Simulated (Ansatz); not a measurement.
SrSn$_{3}$Pd (I4mm)

These are results of DFT PBEsol, scalar-relativistic, plane waves, PAW in Ansatz, not measurements.

Plane waves to 420 eV, a k mesh through Γ of 10×10×10 on the computed 5-atom cell and Gaussian smearing (0.10 eV); no spin polarisation.

The structure is relaxed at this level of theory with its symmetry kept. Whether it is the stable form of this composition wasn't checked.

```
CELL_PARAMETERS angstrom
-2.39858 2.39858 5.59326
2.39858 -2.39858 5.59326
2.39858 2.39858 -5.59326
ATOMIC_POSITIONS crystal
Sr 0.99542 0.99542 0.00000
Sn 0.74578 0.24578 0.50000
Sn 0.24578 0.74578 0.50000
Sn 0.41136 0.41136 0.00000
Pd 0.64265 0.64265 0.00000
```

| Property | Result |
| --- | --- |
| Space group | I4mm (No. 107) |
| Volume per atom | 25.74 Å³ |
| Formation energy from the elements' standard states (uncorrected) | -0.608 eV/atom |
| Kohn–Sham band gap | none (metal) |
| Density of states at the Fermi level | 1.64 states/eV per cell |
| Löwdin character within 0.5 eV of the Fermi level | Sn 5p 67 %, Sn 5s 11 %, Pd 4d 10 %, unprojected 10 % |
| Bulk modulus | 64 GPa |
| Its pressure derivative | 4.7 |
| Bader charges (e) | Sr (1 in the cell) 1.33, Sn (2 in the cell) -0.02, Sn (1 in the cell) -0.35, Pd (1 in the cell) -0.95 |

Cost: 6 runs of about 14 core-minutes in all, on Intel Xeon 6975P-C (Granite Rapids) (shared hosts).